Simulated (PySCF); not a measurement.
Compound: oxetane, C₃H₆O.
Structure used (PBE0-D3(BJ)/def2-SVP), in Å, numbered top down from 1:
```
atom  x, y, z in Å
C1    -0.0986    0.6557   -0.4408
C2     1.0582   -0.2028    0.0848
O3     0.1605   -1.1542    0.6490
C4    -0.9732   -0.3696    0.2907
H5    -0.1458    1.6887   -0.0702
H6    -0.2095    0.6599   -1.5337
H7     1.7214   -0.6503   -0.6765
H8     1.6899    0.2831    0.8514
H9    -1.5093    0.0204    1.1757
H10   -1.6937   -0.9307   -0.3304
```

Computed with TDDFT CAM-B3LYP/def2-SVPD, vertical, gas phase, core orbitals frozen in the response (PySCF).

Transition dipole moments from the ground state, in atomic units and in the frame of the coordinates above (overall signs are arbitrary), for the states with f of 0.002 or more among the lowest 8:

| state | E (eV) | μx | μy | μz |
| --- | --- | --- | --- | --- |
| S1 | 6.858 | 0.006 | 0.137 | 0.169 |
| S2 | 7.297 | -0.006 | -0.143 | -0.178 |
| S4 | 8.011 | 0.004 | -0.137 | -0.072 |
| S5 | 8.595 | 0.018 | 0.080 | 0.245 |
| S6 | 8.648 | 0.043 | -0.314 | 0.167 |
| S7 | 9.011 | -0.012 | 0.071 | -0.062 |
| S8 | 9.101 | 0.359 | 0.029 | -0.036 |

Problem. What oscillator strength does each state have?

Solution. f = (2/3) ΔE |μ|² with ΔE in hartree (27.2114 eV).

```
state  |μ|² (au)  |μ| (D)      f
   S1      0.047     0.55  0.008
   S2      0.052     0.58  0.009
   S4      0.024     0.39  0.005
   S5      0.067     0.66  0.014
   S6      0.128     0.91  0.027
   S7      0.009     0.24  0.002
   S8      0.131     0.92  0.029
```

Problem. What angle do the transition dipoles of S5 and S6 make?

Solution. |cos θ| = |μa·μb| / (|μa| |μb|) = 0.18, so θ ≈ 80° (taken between 0 and 90°, since the signs are arbitrary).

All these states lie below the vertical ionisation energy of 9.74 eV (ΔSCF).

Hardware: one thread, Arm Neoverse V1, no GPU, shared host. Cost: 22 s of wall time (with the writing of density and orbital grids).

Without π bonds the low states may be Rydberg-like; a valence basis with one diffuse set may place them up to an eV too high.
